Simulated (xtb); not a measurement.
C2H, SMILES [C]#C (connectivity only; charge and spin as stated), charge +1, multiplicity 1. All values are semi-empirical tight-binding results from xtb (GFN2-xTB unless named), good for trends rather than for accurate numbers. Coordinates come from a GFN2-xTB optimisation. The multiplicity is an assumed one; other spin states were not compared. The isomer is the one that the SMILES or the coordinates give; other isomers of the formula were not compared.

Computed properties:
```
Item                                             Value
--------------------------------------  --------------
point group as xtb finds it                        C∞v
orbital gap                                    1.86 eV
zero-point energy                         8.3 kcal/mol
G − E(el) at 298.15 K (modified RRHO)    -3.9 kcal/mol
static polarisability (D4 model)            18.0 bohr³
solvation energy, GFN2-xTB/ALPB(water)  -80.0 kcal/mol
solvation energy, GFN2-xTB/ALPB(ether)  -65.2 kcal/mol
```

### Question
Give the IR lines (harmonic; lines under 4 % of the strongest left out, lines within 3 cm⁻¹ merged). (The exact figures need the calculation; the answer reports its results.)

### Answer
ν (cm⁻¹): 429 (w), 2704 (vs) (against the strongest line: vs over 80 %, s over 45 %, m over 15 %, w over 4 %, vw less)
